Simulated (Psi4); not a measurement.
# SiO2 (SMILES O=[Si]=O) at HF/STO-3G

What is the energy change on altering one bond length of SiO2 at HF/STO-3G? The job is set up through a Python script.

The results are computed with Psi4 1.11.

1 further run of the same task is left out (it didn't finish).

## 1. The molecule

SiO2: 3 atoms, total charge 0, spin state singlet. SMILES: `O=[Si]=O`. Geometry: relaxed at PBE0-D4/def2-TZVP.

Bond lengths: O1–Si2 1.506 Å, Si2–O3 1.506 Å. Angles: O1–Si2–O3 180.0°.

## 2. Energy and gradient at HF/STO-3G

job.py reads:

```python
import psi4

psi4.set_memory('2200 MB')
psi4.set_num_threads(1)
psi4.core.set_output_file('psi4.out', False)

molecule = psi4.geometry("""
O      1.31851861     2.32360724     0.98031432
Si    -0.00001890     0.00000000     0.00000000
O     -1.31851861    -2.32362614    -0.98031432
units bohr
symmetry c1
no_reorient
no_com
""")

psi4.set_options({
    'reference': 'rhf',
    'puream': True,
    'e_convergence': 1e-09,
    'd_convergence': 1e-08,
    'scf_type': 'pk',
})

e_tot, wfn = psi4.gradient("hf/STO-3G", molecule=molecule, return_wfn=True)
print('gradient / Eh bohr^-1')
print(e_tot.np.round(6))
print(f'energy = {wfn.energy():.10f} Eh')
```

Launch:

```console
$ python job.py
```

psi4.out:

```text
[...]
  Running in c1 symmetry.
[...]
  Nuclear repulsion =   89.956439058073471
[...]
  Multiplicity = 1
[...]
  Nalpha       = 15
  Nbeta        = 15
[...]
    Number of basis functions: 19
[...]
   @RHF iter   1:  -432.83138084072624   -1.32705e+00   3.05832e-02 DIIS/ADIIS
[...]
   @RHF iter  10:  -433.13646963597449   -1.70530e-13   6.41309e-10 DIIS
[...]
    Orbital Energies [Eh]
    ---------------------
    Doubly Occupied:
       1A    -67.992609     2A    -20.135846     3A    -20.135192
       4A     -6.001999     5A     -4.028175     6A     -4.022736
       7A     -4.022736     8A     -1.195091     9A     -1.166774
      10A     -0.493665    11A     -0.407933    12A     -0.407933
      13A     -0.352234    14A     -0.286822    15A     -0.286822
[...]
  @RHF Final Energy:  -433.13646963597449
   => Energetics <=
    Nuclear Repulsion Energy =             89.9564390580734710
    One-Electron Energy =                -784.3126873725980204
    Two-Electron Energy =                 261.2197786785500853
    Total Energy =                       -433.1364696359744926
[...]
 Multipole Moments:
 ------------------------------------------------------------------------------------
     Multipole            Electronic (a.u.)      Nuclear  (a.u.)        Total (a.u.)
 ------------------------------------------------------------------------------------
 L = 1.  Multiply by 2.5417464519 to convert [e a0] to [Debye]
 Dipole X            :          0.0002495           -0.0002646           -0.0000151
 Dipole Y            :          0.0001586           -0.0001512            0.0000074
 Dipole Z            :         -0.0000000            0.0000000           -0.0000000
 Magnitude           :                                                    0.0000168
[...]
  -Total Gradient:
     Atom            X                  Y                   Z
    ------   -----------------  -----------------  -----------------
       1       -0.016724478814    -0.029472996991    -0.012434450545
       2       -0.000000080351    -0.000001026063    -0.000000350417
       3        0.016724559165     0.029474023054     0.012434800962
[...]
```

Standard output:

```text
gradient / Eh bohr^-1
[[-1.6724e-02 -2.9473e-02 -1.2434e-02]
 [-0.0000e+00 -1.0000e-06 -0.0000e+00]
 [ 1.6725e-02  2.9474e-02  1.2435e-02]]
energy = -433.1364696360 Eh
```

Run time: 4.8 s. Hardware: 1 thread of Intel Xeon at 2.50GHz (Skylake/Cascade Lake), shared host; peak memory 0.18 GiB.

## 3. The distorted shape

job.py reads:

```python
import psi4

psi4.set_memory(2200000000)
psi4.set_num_threads(1)
psi4.core.set_output_file('o2si.out', False)

geom = psi4.geometry("""
0 1
O      0.907039     1.598457     0.674378
Si    -0.000010     0.000000     0.000000
O     -0.697730    -1.229610    -0.518760
units angstrom
symmetry c1
no_reorient
no_com
""")

options = {'basis': 'STO-3G', 'puream': True, 'e_convergence': 1e-09, 'd_convergence': 1e-08, 'scf_type': 'pk'}
psi4.set_options(options)

energy_value, wavefunction = psi4.gradient("scf", return_wfn=True)
psi4.oeprop(wavefunction, "LOWDIN_CHARGES", "DIPOLE", "WIBERG_LOWDIN_INDICES")
print('gradient / Eh bohr^-1')
print(energy_value.np.round(6))
print(f'energy = {wavefunction.energy():.10f} Eh')
```

Launch:

```console
$ python job.py
```

o2si.out:

```text
[...]
  Running in c1 symmetry.
[...]
  Nuclear repulsion =   79.408136821326877
[...]
  Multiplicity = 1
[...]
  Nalpha       = 15
  Nbeta        = 15
[...]
    Number of basis functions: 19
[...]
   @RHF iter   1:  -432.53122745631731   -1.47811e+00   3.74547e-02 ADIIS/DIIS
[...]
   @RHF iter  13:  -433.10051377617413    1.70530e-13   1.54705e-09 DIIS
[...]
    Orbital Energies [Eh]
    ---------------------
    Doubly Occupied:
       1A    -67.963889     2A    -20.165894     3A    -20.128541
       4A     -5.971306     5A     -3.991817     6A     -3.989895
       7A     -3.989895     8A     -1.199467     9A     -1.068755
      10A     -0.510561    11A     -0.367502    12A     -0.367502
      13A     -0.326481    14A     -0.298588    15A     -0.298588
[...]
  @RHF Final Energy:  -433.10051377617413
   => Energetics <=
    Nuclear Repulsion Energy =             79.4081368213268775
    One-Electron Energy =                -763.7399389537459911
    Two-Electron Energy =                 251.2312883562450168
    Total Energy =                       -433.1005137761741253
[...]
  -Total Gradient:
     Atom            X                  Y                   Z
    ------   -----------------  -----------------  -----------------
       1        0.019160651162     0.033766012378     0.014245652860
       2       -0.003279666653    -0.005778446520    -0.002437990876
       3       -0.015880984508    -0.027987565858    -0.011807661984
[...]
 Multipole Moments:
 ------------------------------------------------------------------------------------
     Multipole            Electronic (a.u.)      Nuclear  (a.u.)        Total (a.u.)
 ------------------------------------------------------------------------------------
 L = 1.  Multiply by 2.5417464519 to convert [e a0] to [Debye]
 Dipole X            :         -3.2126984            3.1640289           -0.0486695
 Dipole Y            :         -5.6619022            5.5761585           -0.0857437
 Dipole Z            :         -2.3887800            2.3526032           -0.0361768
 Magnitude           :                                                    0.1050213
[...]
```

Standard output:

```text
gradient / Eh bohr^-1
[[ 0.019161  0.033766  0.014246]
 [-0.00328  -0.005778 -0.002438]
 [-0.015881 -0.027988 -0.011808]]
energy = -433.1005137762 Eh
```

Wall time 4.8 s (1 thread of Intel Xeon at 2.50GHz (Skylake/Cascade Lake), shared host); peak memory 0.18 GiB.

## 4. Summary of results

At HF/STO-3G:

| quantity | value |
| --- | --- |
| first shape: total energy | -433.13647 Eh |
| first shape: dipole moment | 0.00 D |
| first shape: HOMO energy | -7.80 eV |
| first shape: LUMO energy | 8.03 eV |
| first shape: HOMO–LUMO gap | 15.84 eV |
| first shape: largest force on an atom | 1.856 eV/Å |
| distorted shape: total energy | -433.10051 Eh |
| distorted shape: dipole moment | 0.27 D |
| distorted shape: HOMO energy | -8.13 eV |
| distorted shape: LUMO energy | 6.91 eV |
| distorted shape: HOMO–LUMO gap | 15.04 eV |
| distorted shape: largest force on an atom | 2.127 eV/Å |
| energy change with the O1–Si2 bond stretched from 1.506 to 1.958 Å | 0.978 eV |

What this shows: With the O1–Si2 bond stretched from 1.506 to 1.958 Å the energy rises by 0.98 eV (22.6 kcal/mol). The first shape isn't relaxed at this level, so the change isn't measured from a minimum. The minimal basis adds a large error of its own. The largest force (first shape) is 1.86 eV/Å: the shape isn't a stationary point for this species at this level.
